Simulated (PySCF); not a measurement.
## Relaxation of doublet B(OH)₂

Method: UB3LYP/[B def2-TZVP, O def2-TZVP, H def2-TZVP], no relativity, density fitting, PySCF. A (50,194) grid was used.

A hand-made bent (heavy-atom frame) start, of C2 symmetry, held to at least that symmetry:

```xyz
5
charge 0 multiplicity 2, angstrom
B     0.0000    0.0000   -0.6571
O     1.2123    0.0000    0.1918
O    -1.2123    0.0000    0.1918
H     1.7178   -0.7354    0.5457
H    -1.7178    0.7354    0.5457
```

Task: What forces act on the atoms at the start (eV/Å)?

Result: 
| atom | Fx | Fy | Fz |
| --- | --- | --- | --- |
| B1 | 0.00 | 0.00 | 5.55 |
| O2 | -2.17 | 0.45 | -2.39 |
| O3 | 2.17 | -0.45 | -2.39 |
| H4 | -0.24 | -0.21 | -0.39 |
| H5 | 0.24 | 0.21 | -0.39 |

Task: What does it relax to?

Result: It ends at C2v with B–O 1.348 Å (×2), O–H 0.971 Å (×2); B–O–H 117.1° (×2), O–B–O 130.0°. A frequency run shows a minimum.

Task: How much energy is released, and in how many steps?

Result: 125.4 kJ/mol in 20 steps.

The relaxation took 27 s on 4 threads of a shared Arm Neoverse V2 host, with 105 basis functions and 22 gradients; the process peaked at 0.74 GiB. Launch command: `OMP_NUM_THREADS=4 python axn.py task.json out`.
